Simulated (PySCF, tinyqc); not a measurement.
A ladder of methods, and size consistency: correlation methods against full CI in the sto-3g basis, for BH, spin multiplicity 1. Computed by the program tinyqc with PySCF. All electrons correlated; +Q is the Davidson correction (1 - c0^2) E_corr. The last columns treat two copies 100 angstrom apart as one system. FCI is the lowest singlet.

Geometry (angstrom):

| atom | x | y | z |
|---|---|---|---|
| B | 0.0000 | 0.0000 | 0.0000 |
| H | 0.0000 | 0.0000 | 1.3350 |

RHF energy of one = -24.746097 hartree

Correlation energies (hartree):

| method | E_corr of one | share of FCI (%) | E_corr of two at 100 angstrom | two minus twice one (mhartree) |
|---|---|---|---|---|
| MP2 | -0.03179 | 52.120 | -0.06357 | 0.000 |
| CISD | -0.05885 | 96.493 | -0.10964 | 8.060 |
| CISD+Q | -0.06354 | 104.188 | -0.12356 | 3.520 |
| CCSD | -0.06083 | 99.745 | -0.12166 | 0.000 |
| CCSD(T) | -0.06088 | 99.830 | -0.12177 | 0.000 |
| FCI | -0.06099 | 100.000 | - | - |

What does the comparison show, and why?

MP2 recovers 52 %, CISD 96.5 % and CCSD 99.7 % of the FCI value (c0^2 = 0.920 in CISD). MP2 and coupled cluster are size consistent, so their last column vanishes; CISD loses 8.06 mhartree, since a double excitation on each copy is a quadruple of the pair, and the Davidson correction leaves +3.52. The restricted reference is unstable here: a spin-polarised solution lies 0.0091 hartree lower (PySCF), so results built on it describe a poor reference.
